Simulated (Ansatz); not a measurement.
# CH5BS, SMILES CBS: a nudged elastic band for an internal rotation

Program: the Ansatz DFT code, driven from Python.

Notebook, run cell by cell (the value of a cell's last expression is shown):

**Cell 1**
```python
import warnings

import ansatz as az
import numpy as np
```

**Cell 2**
```python
warnings.simplefilter("ignore", az.DeckWarning)

system = (
    az.Crystal.molecule()
    .atom("C", (-0.5866, 0.7058, -0.2726))
    .atom("B", (0.6886, -0.0854, -0.0417))
    .atom("S", (0.781, -1.252, 1.4134))
    .atom("H", (-1.4142, 0.0661, -0.4273))
    .atom("H", (-0.5181, 1.3713, -1.2096))
    .atom("H", (-0.8294, 1.4188, 0.5905))
    .atom("H", (1.6324, 0.0286, -0.7784))
    .atom("H", (0.3385, -2.3103, 0.67))
)

base = system.calculation().basis(gaussian="def2-SVP").functional("pbe")
symbols = [site.symbol for site in system.cartesian_sites]
start = np.array([site.position_ang for site in system.cartesian_sites], dtype=float)
r = base.relax(force_tolerance=0.005).run(threads=1).report
end = np.array(r["positions_ang"])
```

**Cell 3**
```python
first, second, third = [3, 4, 5]
turned = end.copy()
turned[[first, second, third]] = end[[second, third, first]]
listed = lambda xyz: [{"symbol": s, "position_ang": p.tolist()} for s, p in zip(symbols, xyz)]
deck = base.input().to_dict()
deck["crystal"]["atoms"] = listed(end)
deck["neb"] = {"final_atoms": listed(turned), "images": 5, "initial_path": "idpp", "f_tol": 0.03, "max_iterations": 40}
rounds = []
band = az.Session.from_dict(deck).plan().execute(on_event=lambda e: rounds.append(e["data"]) if e["event"] == "neb_iteration" else None)
for each in rounds:
    print(f"round {each['iteration']:2d}  largest band force {each['band_force_max_ev_ang']:.4f} eV/A")
images = rounds[-1]["images"]
for image in images:
    print(f"s = {image['path_coordinate_ang']:6.3f} A   {(image['lagrangian_ev'] - images[0]['lagrangian_ev']):8.3f} eV")
```
Output:
```text
round  1  largest band force 0.7108 eV/A
round  2  largest band force 0.2776 eV/A
round  3  largest band force 0.1636 eV/A
round  4  largest band force 0.0987 eV/A
round  5  largest band force 0.0176 eV/A
s =  0.000 A      0.000 eV
s =  0.458 A      0.011 eV
s =  0.916 A      0.039 eV
s =  1.374 A      0.056 eV
s =  1.832 A      0.039 eV
s =  2.291 A      0.011 eV
s =  2.750 A      0.000 eV
```

The energies are electronic: no zero-point or thermal terms, and the basis set is short of its limit. Run time: 99 s on 1 thread of Arm Neoverse V2, with other jobs on the host, peak memory 0.2 GiB.
